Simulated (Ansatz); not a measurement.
Input file:

```yaml
crystal:
  periodic: [false, false, false]
  atoms:
    - {symbol: Al, position_ang: [0.000453, 0.004150, 0.532812]}
    - {symbol: C, position_ang: [-0.000380, -0.011993, -1.403204]}
    - {symbol: H, position_ang: [0.047584, 1.446315, 1.214021]}
    - {symbol: H, position_ang: [-0.055193, -1.414495, 1.243823]}
basis:
  gaussian: {orbitals: cc-pVDZ}
magnetization: {spin_polarized: false, initial_magnetization: 3}
correlation: {active_space: {ras: {orbitals: [3, 3, 30], electrons: 9, max_holes: 2, max_particles: 2}, fixed_orbitals: true}}
```

```sh
$ ansatz run in.yaml --threads 1 --pin off --events-out ev --progress --plain --max-ram 2393MiB
```

The program prints:

```
399 factors; integrals over basis functions are off by at most 8.9e-4 eV
mean field evaluation 1: about -7639.5668 eV, gradient 9.9e0 eV
mean field evaluation 2: about -7639.5691 eV, gradient 9.9e0 eV
mean field evaluation 4: about -7641.1150 eV, gradient 1.5e0 eV
mean field evaluation 8: about -7641.1858 eV, gradient 8.4e-2 eV
mean field -7641.18588701 eV, -280.8084019659 hartree, gradient 1.2e-6 eV, S^2 3.750000; 0 other end points of the search recorded, 0 dependent functions left out
reference -7641.18588701 eV, -280.8084019659 hartree; 12, 9 occupied and 30, 33 virtual orbitals, 399 factors
state -7645.28148151 eV, -280.9589122876 hartree
Total energy: -7645.28148151 eV, -280.9589122876 hartree
```

For the same geometry and basis UCCSDT(Q) lies 327.2 meV lower.

Ran on 1 thread of Intel Xeon, shared host: 8.1 s wall, 0.11 GiB peak host memory.
